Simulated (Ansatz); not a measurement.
Here is an Ansatz input file for C3H7FO, SMILES COC(C)F. Write the same calculation for the Python package.

```yaml
crystal:
  periodic: [false, false, false]
  atoms:
    - { symbol: C, position_ang: [-1.7589, 0.5223, 0.0057] }
    - { symbol: O, position_ang: [-0.4971, 0.5013, -0.5414] }
    - { symbol: C, position_ang: [0.3053, -0.3567, 0.2116] }
    - { symbol: C, position_ang: [1.8126, -0.3285, -0.3491] }
    - { symbol: F, position_ang: [0.3792, 0.1106, 1.479] }
    - { symbol: H, position_ang: [-2.4111, 1.2243, -0.6557] }
    - { symbol: H, position_ang: [-2.2354, -0.4257, 0.0228] }
    - { symbol: H, position_ang: [-1.7587, 1.0203, 0.9907] }
    - { symbol: H, position_ang: [-0.0628, -1.3588, 0.2802] }
    - { symbol: H, position_ang: [2.1429, 0.6809, -0.3155] }
    - { symbol: H, position_ang: [1.7336, -0.6871, -1.3618] }
    - { symbol: H, position_ang: [2.4272, -0.958, 0.2674] }
basis:
  gaussian:
    orbitals: "6-31G*"
hamiltonian:
  xc: pbe
relax:
  f_tol: 0.01
```

`opt.py`:
```python
import itertools

import ansatz
from ase.data import atomic_numbers, covalent_radii
import numpy as np

system = (
    ansatz.Crystal.molecule()
    .atom("C", [-1.7589, 0.5223, 0.0057])
    .atom("O", [-0.4971, 0.5013, -0.5414])
    .atom("C", [0.3053, -0.3567, 0.2116])
    .atom("C", [1.8126, -0.3285, -0.3491])
    .atom("F", [0.3792, 0.1106, 1.479])
    .atom("H", [-2.4111, 1.2243, -0.6557])
    .atom("H", [-2.2354, -0.4257, 0.0228])
    .atom("H", [-1.7587, 1.0203, 0.9907])
    .atom("H", [-0.0628, -1.3588, 0.2802])
    .atom("H", [2.1429, 0.6809, -0.3155])
    .atom("H", [1.7336, -0.6871, -1.3618])
    .atom("H", [2.4272, -0.958, 0.2674])
)

calc = system.calculation().basis(gaussian="6-31G*").functional("pbe")
symbols = [site.symbol for site in system.cartesian_sites]
start = np.array([site.position_ang for site in system.cartesian_sites], dtype=float)
def progress(event):
    if event["event"] == "relax_step":
        row = event["data"]
        print(f"step {row['step']:3d}  E = {row['lagrangian_ev']:.6f} eV  largest force component {row['allowed_force_max_ev_ang']:.4f} eV/A")


r = calc.relax(force_tolerance=0.01).session().plan().execute(on_event=progress).report
end = np.array(r["positions_ang"])

print("reference energy %16.6f eV" % r["reference_energy_ev"])
print("total energy     %16.6f eV" % r["free_energy_ev"])
print("occupied orbitals outside the frozen core (up, down):", r["n_occupied"], " frozen:", r["n_frozen"], " virtual:", r["n_virtual"])

radius = [covalent_radii[atomic_numbers[s]] for s in symbols]
span = lambda where, i, j: np.linalg.norm(where[i] - where[j])
bonded = [(i, j) for i, j in itertools.combinations(range(len(symbols)), 2) if min(span(start, i, j), span(end, i, j)) < 1.2 * (radius[i] + radius[j])]
print("pair        before    after (A)")
for i, j in bonded:
    print(f"{symbols[i]}{i}-{symbols[j]}{j}".ljust(10), f"{span(start, i, j):8.4f} {span(end, i, j):8.4f}")
```

```console
$ python opt.py
step   1  E = -7979.089627 eV  largest force component 3.3876 eV/A
step   2  E = -7979.484228 eV  largest force component 1.3553 eV/A
step   3  E = -7979.564580 eV  largest force component 0.3158 eV/A
step   4  E = -7979.569403 eV  largest force component 0.1843 eV/A
step   5  E = -7979.570449 eV  largest force component 0.0376 eV/A
step   6  E = -7979.570561 eV  largest force component 0.0072 eV/A
reference energy     -7979.570582 eV
total energy         -7979.570582 eV
occupied orbitals outside the frozen core (up, down): [21, 21]  frozen: 0  virtual: [68, 68]
pair        before    after (A)
C0-O1        1.3755   1.4294
C0-H5        1.1643   1.1001
C0-H6        1.0612   1.1095
C0-H7        1.1037   1.1043
O1-C2        1.3954   1.3898
C2-C3        1.6085   1.5143
C2-F4        1.3528   1.4102
C2-H8        1.0698   1.1129
C3-H9        1.0626   1.1014
C3-H10       1.0772   1.1015
C3-H11       1.0743   1.1008
```

Reading the output:
- Total energies depend on the basis set; only differences at equal settings carry meaning.
- The end point is the stationary point reached from this start; no frequency run checks that it is a minimum, and the basis set is modest.
- Hardware and time: 23 s on 1 thread of Arm Neoverse V1, on a shared host, peak memory 0.2 GiB.

(Lines on the test bed's own set-up are left out of the output.)
